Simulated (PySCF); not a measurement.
Level of theory: PBE-D3(BJ)/def2-TZVP run with PySCF 2.14.0. Gas-phase values, no solvent. Excitations are Tamm–Dancoff values on a coarser integration grid. The basis has no diffuse functions, so Rydberg states are missing or too high.

Reference species (SMILES): `Br[Si](Br)(Br)Br` (neutral, multiplicity 1).

```
Property               Result
-------------------  --------
HOMO–LUMO gap         4.69 eV
S1 excitation (TDA)   4.82 eV
HOMO                 -7.41 eV
```

Changed species: `F[Si](F)(F)F` (0 of 4 F replaced by Br; the reference has 4 of 4 F replaced by Br).

Question: Predict the effect on the HOMO–LUMO gap, S1 excitation (TDA) and HOMO.

Answer: the HOMO–LUMO gap goes up by 5.11 eV, to 9.80 eV; the S1 excitation (TDA) increases by 5.10 eV, to 9.92 eV; the HOMO falls by 3.17 eV, to -10.58 eV.
